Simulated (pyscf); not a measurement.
Optimised with ωB97X-D3(BJ)/def2-SVP in PySCF.

Q: H₃Ge–SnH₃ (SMILES [GeH3][SnH3]) + H₂ (SMILES [H][H]) → SnH₂ (SMILES [SnH2]) [singlet] + GeH₄ (SMILES [GeH4]) + H₂ (SMILES [H][H])
Surface: singlet. Broken: Ge–Sn, H–Sn, H–H. Formed: Ge–H, H–H. Give ΔE‡ and ΔE from ωB97X-D3(BJ)/def2-TZVP, relative to the separated reactants.

A: ΔE‡ = 65.6 kcal/mol, ΔE = +36.4 kcal/mol. ωB97M-D3(BJ)/def2-TZVP gives 64.6 kcal/mol and +27.1 kcal/mol. Zero-point energy shifts the barrier by +0.5 kcal/mol. It is a multi-bond step, with an imaginary mode of 1313i cm⁻¹. On the product side the descent ends in a bound adduct, 8.9 kcal/mol under the separated species and 38.1 kcal/mol under the saddle at ωB97X-D3(BJ)/def2-TZVP. One saddle was located; it need not be the lowest between these sides. Elements up to Kr have no core potential and no relativistic terms here. Elements past Kr carry the def2 core potentials, without spin-orbit coupling.
